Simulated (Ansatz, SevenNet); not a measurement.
For rock-salt RbCl, the machine-learned potential SevenNet-l3i5 (trained on PBE and PBE+U data) gives:

| Property | Value |
|---|---|
| lattice constant a | 6.687 Å |
| elastic constant C11 | 33.1 GPa |
| elastic constant C44 | 5.39 GPa |
| polycrystal shear modulus | 7.57 GPa |

Problem. What does PBE0 in Ansatz (PAW) give for the same quantities?

Solution. 
- lattice constant a: 6.655 Å (falls by 0.5 %)
- elastic constant C11: 34.1 GPa (goes up by 3.0 %)
- elastic constant C44: 5.35 GPa (hardly moves)
- Voigt–Reuss–Hill shear modulus: 8.03 GPa (grows by 6.1 %)

For comparison: lattice constant a 6.532 Å (measured, low temperature, zero-point motion not removed; as tabulated in Doll and Stoll (1998), arXiv:cond-mat/9801031).

Changes are worked out from the printed values.

Unless a cell is named, each level is at its own relaxed cell (SevenNet-l3i5 37.38, PBE0 36.85 Å³/atom).

Ansatz's density-functional and Hartree–Fock values are scalar-relativistic unless marked +SOC, with PAW data made under PBE.

Ansatz is a program for electronic structure.
